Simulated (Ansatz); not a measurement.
Bond stretch in H2, singlet.

Levels of theory: RKS-PBE = Ansatz (a program for electronic structure) with restricted PBE/def2-TZVP; UKS-PBE = unrestricted PBE/def2-TZVP (Ansatz); UKS-CAM-B3LYP = unrestricted CAM-B3LYP/def2-TZVP in Ansatz; FCI = full CI/def2-TZVP, frozen core (Ansatz).

Energies relative to the lowest point of each curve near equilibrium, in kJ/mol; the last columns give the error against full CI:

| R / Å | RKS-PBE | UKS-PBE | UKS-CAM-B3LYP | FCI | RKS-PBE − FCI | UKS-PBE − FCI | UKS-CAM-B3LYP − FCI |
|---|---|---|---|---|---|---|---|
| 0.60 | 54.5 | 54.5 | 52.2 | 49.7 | 4.8 | 4.8 | 2.5 |
| 0.64 | 26.8 | 26.8 | 25.0 | 23.2 | 3.5 | 3.5 | 1.7 |
| 0.68 | 10.0 | 10.0 | 8.9 | 7.8 | 2.2 | 2.2 | 1.0 |
| 0.69 | 7.3 | 7.3 | 6.2 | 5.4 | 1.9 | 1.9 | 0.9 |
| 0.73 | 0.8 | 0.8 | 0.5 | 0.2 | 0.6 | 0.6 | 0.3 |
| 0.75 | 0.0 | 0.0 | 0.0 | 0.0 | 0.0 | 0.0 | 0.0 |
| 0.77 | 0.5 | 0.5 | 0.9 | 1.1 | -0.6 | -0.6 | -0.2 |
| 0.80 | 3.5 | 3.5 | 4.5 | 5.0 | -1.5 | -1.5 | -0.6 |
| 0.83 | 8.7 | 8.7 | 10.3 | 11.1 | -2.4 | -2.4 | -0.8 |
| 0.85 | 13.2 | 13.2 | 15.2 | 16.1 | -2.9 | -2.9 | -1.0 |
| 0.93 | 37.5 | 37.5 | 41.2 | 42.3 | -4.8 | -4.8 | -1.1 |
| 1.01 | 68.4 | 68.4 | 74.1 | 74.6 | -6.2 | -6.2 | -0.5 |
| 1.13 | 120.7 | 120.7 | 129.6 | 127.7 | -7.0 | -7.0 | 1.9 |
| 1.24 | 170.3 | 170.3 | 182.7 | 176.5 | -6.2 | -6.2 | 6.2 |
| 1.34 | 214.7 | 214.7 | 230.4 | 218.5 | -3.8 | -3.8 | 11.9 |
| 1.49 | 277.2 | 277.2 | 297.7 | 274.5 | 2.7 | 2.7 | 23.2 |
| 1.66 | 340.6 | 339.9 | 354.4 | 326.2 | 14.4 | 13.7 | 28.2 |
| 1.85 | 401.2 | 384.6 | 394.8 | 368.9 | 32.3 | 15.8 | 26.0 |
| 1.99 | 439.3 | 404.0 | 413.9 | 391.3 | 48.0 | 12.7 | 22.5 |
| 2.21 | 489.0 | 421.1 | 432.2 | 414.6 | 74.4 | 6.4 | 17.6 |
| 2.63 | 556.2 | 433.2 | 447.5 | 434.5 | 121.7 | -1.3 | 13.0 |
| 2.97 | 591.0 | 436.1 | 452.1 | 439.8 | 151.2 | -3.7 | 12.3 |

RKS-PBE is furthest from FCI at 2.97 (151.2 kJ/mol, above); its mean absolute error over the points is 22.4 kJ/mol.

UKS-PBE is furthest from FCI at 1.85 (15.8 kJ/mol, above); its mean absolute error over the points is 4.8 kJ/mol.

UKS-CAM-B3LYP is furthest from FCI at 1.66 (28.2 kJ/mol, above); its mean absolute error over the points is 7.9 kJ/mol.

The restricted form behind RKS-PBE keeps the bonding electrons paired and can't separate into open-shell fragments. The unrestricted determinant behind UKS-PBE is spin-contaminated at 1.66 to 2.97 Å (<S²> up to 1.0, against 0.00 for a pure singlet). The unrestricted determinant behind UKS-CAM-B3LYP is spin-contaminated at 1.49 to 2.97 Å (<S²> up to 1.0, against 0.00 for a pure singlet).
